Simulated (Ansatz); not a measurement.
System: bcc V. Method: PBE-D3(BJ) (Ansatz, a quantum-chemistry and plane-wave program, PAW).

Numerical settings: plane-wave cutoff 520 eV, 26×26×26 k mesh, Fermi–Dirac smearing 0.05 eV, no spin polarisation, scalar-relativistic PAW data made under PBE.

The volume scan:

| V (Å³/atom) | E − E_lowest (meV/atom) |
|---|---|
| 12.086 | 30.67 |
| 12.343 | 13.02 |
| 12.600 | 3.03 |
| 12.858 | 0.00 |
| 13.115 | 3.32 |
| 13.372 | 12.41 |
| 13.629 | 26.76 |

**Question.** What bulk modulus B0 and pressure derivative B′ does a third-order Birch–Murnaghan fit give?

**Answer.** V0 = 12.848 Å³/atom, B0 = 198 GPa, B′ = 3.7 (fit to the energies at full precision).

Measured, for comparison: bulk modulus 161 GPa (corrected for temperature and zero-point phonon effects, our sources range from 159 to 166; as tabulated in Levämäki et al. (2014), arXiv:1402.3671); equilibrium volume per atom 13.79 Å³/atom (static lattice: zero-point anharmonic expansion removed; as tabulated in Mejia-Rodriguez and Trickey (2018), arXiv:1807.09216). Computed (rounded) less measured: bulk modulus +23 % (+19 % to +25 % over the range), equilibrium volume per atom -6.8 %.

Computed values are for the static lattice.
